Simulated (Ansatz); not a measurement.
The input, for Ansatz 0.2.0:

```yaml
crystal:
  periodic: [false, false, false]
  atoms:
    - {symbol: Ge, position_ang: [0.000000, 0.000000, 0.000000]}
    - {symbol: Ga, position_ang: [0.000000, 0.000000, 6.694000]}
basis:
  gaussian: {orbitals: cc-pVDZ}
magnetization: {spin_polarized: false, initial_magnetization: 3}
correlation: {method: fci, electrons: outside_noble_gas}
```

```sh
$ ansatz run in.yaml --threads 1 --pin off --events-out ev --progress --plain --max-ram 2393MiB
```

The program prints:

```
988 factors; integrals over basis functions are off by at most 2.1e-7 eV
mean field evaluation 1: about -108801.0826 eV, gradient 7.5e0 eV
mean field evaluation 2: about -108801.0827 eV, gradient 7.5e0 eV
mean field evaluation 4: about -108781.5420 eV, gradient 1.9e1 eV
mean field evaluation 8: about -108804.1290 eV, gradient 2.7e-1 eV
mean field evaluation 16: about -108803.6643 eV, gradient 5.0e0 eV
mean field evaluation 32: about -108804.1199 eV, gradient 6.7e-7 eV
mean field evaluation 64: about -108804.1204 eV, gradient 7.8e-2 eV
mean field evaluation 96: about -108804.1232 eV, gradient 8.3e-2 eV
mean field evaluation 128: about -108804.1187 eV, gradient 1.4e-2 eV
mean field evaluation 160: about -108804.1253 eV, gradient 4.0e-2 eV
mean field evaluation 192: about -108804.1304 eV, gradient 6.9e-3 eV
mean field evaluation 224: about -108804.1302 eV, gradient 1.0e-2 eV
mean field evaluation 256: about -108804.1225 eV, gradient 2.6e-4 eV
mean field evaluation 288: about -108804.1127 eV, gradient 1.5e-4 eV
mean field evaluation 320: about -108804.1225 eV, gradient 1.1e-3 eV
mean field evaluation 352: about -108801.4027 eV, gradient 3.8e-4 eV
mean field -108804.13022183 eV, -3998.4780355638 hartree, gradient 1.8e-6 eV, S^2 3.750000; 26 other end points of the search recorded, 0 dependent functions left out
mean field evaluation 384: about -108800.7837 eV, gradient 7.5e0 eV
mean field evaluation 416: about -108804.2554 eV, gradient 1.8e0 eV
mean field evaluation 448: about -108804.3006 eV, gradient 2.5e-2 eV
mean field evaluation 480: about -108804.2833 eV, gradient 2.8e-2 eV
mean field evaluation 512: about -108804.2908 eV, gradient 6.3e-2 eV
mean field evaluation 544: about -108804.2933 eV, gradient 2.8e-4 eV
mean field evaluation 576: about -108804.2837 eV, gradient 2.2e-4 eV
mean field evaluation 608: about -108804.3007 eV, gradient 4.0e-3 eV
mean field evaluation 640: about -108803.9479 eV, gradient 4.6e0 eV
mean field evaluation 672: about -108804.2932 eV, gradient 1.1e-3 eV
determinant -108804.13022183 eV, -3998.4780355638 hartree, with singles and doubles -108807.00089782 eV, -3998.5835309609 hartree
determinant -108804.12248355 eV, -3998.4777511873 hartree, with singles and doubles -108806.99346943 eV, -3998.5832579726 hartree
determinant -108804.11987001 eV, -3998.4776551416 hartree, with singles and doubles -108806.99115697 eV, -3998.5831729913 hartree
determinant -108804.11271195 eV, -3998.4773920878 hartree, with singles and doubles -108806.98464053 eV, -3998.5829335163 hartree
determinant -108804.11227827 eV, -3998.4773761503 hartree, with singles and doubles -108806.98462707 eV, -3998.5829330218 hartree
determinant -108801.40272607 eV, -3998.3778019435 hartree, with singles and doubles -108803.93510825 eV, -3998.4708652722 hartree
determinant -108804.13022183 eV, -3998.4780355638 hartree, with singles and doubles -108807.00084377 eV, -3998.5835289744 hartree
determinant -108804.12248355 eV, -3998.4777511873 hartree, with singles and doubles -108806.99379815 eV, -3998.5832700528 hartree
determinant -108804.11987001 eV, -3998.4776551416 hartree, with singles and doubles -108806.99147418 eV, -3998.5831846483 hartree
determinant -108804.11271195 eV, -3998.4773920878 hartree, with singles and doubles -108806.98501281 eV, -3998.5829471974 hartree
determinant -108804.11227827 eV, -3998.4773761503 hartree, with singles and doubles -108806.98499625 eV, -3998.5829465890 hartree
determinant -108801.40272607 eV, -3998.3778019435 hartree, with no singles and doubles
28 core orbitals not correlated: weight in the atoms' cores, before any rotation towards them, 1.000 or more for the frozen orbitals, at most 0.000 for the correlated occupied ones
reference -108804.13022183 eV, -3998.4780355638 hartree; 5, 2 occupied and 21, 24 virtual orbitals, 988 factors
state -108807.05713848 eV, -3998.5855977669 hartree
Total energy: -108807.05713848 eV, -3998.5855977669 hartree
```

Natural occupations: 1.9266 1.9052 0.8917 0.8917 0.7904 0.2319 0.1312 0.1312 0.0094 0.0094 0.0080 0.0074 0.0074 0.0067 0.0065 0.0065 0.0057 0.0048 0.0048 0.0046 0.0044 0.0038 0.0038 0.0033.

Ran on 1 thread of Arm Neoverse V2, shared host: 3.2 min wall, 1.2 GiB peak host memory.
